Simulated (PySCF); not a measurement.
# Li: electron affinity

Li- [He] 2s2 (1S) → Li [He] 2s1 (2S), as a difference of total energies. Calculation: PySCF 2.14, in aug-cc-pCVTZ-DK; the spin-free X2C one-electron Hamiltonian (Gaussian nucleus). Correlated levels: valence: 1s2 frozen; valence and next inner shell: nothing frozen. The calculations carry no spin-orbit coupling.

| method | electron affinity (eV) | error (eV) |
| --- | --- | --- |
| UHF | -0.124 | -0.742 |
| LDA | 0.588 | -0.030 |
| PBE | 0.510 | -0.108 |
| PBE0 | 0.493 | -0.125 |
| r2SCAN | 0.449 | -0.169 |
| HSE06 | 0.488 | -0.130 |
| BP86 | 0.633 | +0.015 |
| M06-2X | 0.502 | -0.116 |
| PBEsol | 0.491 | -0.127 |
| MP2 (valence) | 0.351 | -0.267 |
| SCS-MP2 (valence) | 0.446 | -0.172 |
| MP2 (valence and next inner shell) | 0.354 | -0.264 |
| SCS-MP2 (valence and next inner shell) | 0.448 | -0.170 |

Reference: 0.618 eV (measured; photodetachment measurements, as compiled on the Wikipedia data page of electron affinities).

Errors of the correlated levels include the incompleteness of this basis and the frozen core.

A negative affinity means that the anion lies above the atom at that level of theory.

In the anion the highest occupied orbital energy is positive at LDA, PBE, PBE0, r2SCAN, HSE06, BP86, M06-2X, PBEsol, a self-interaction effect; the basis confines that electron, and the energy difference can still be sensible.
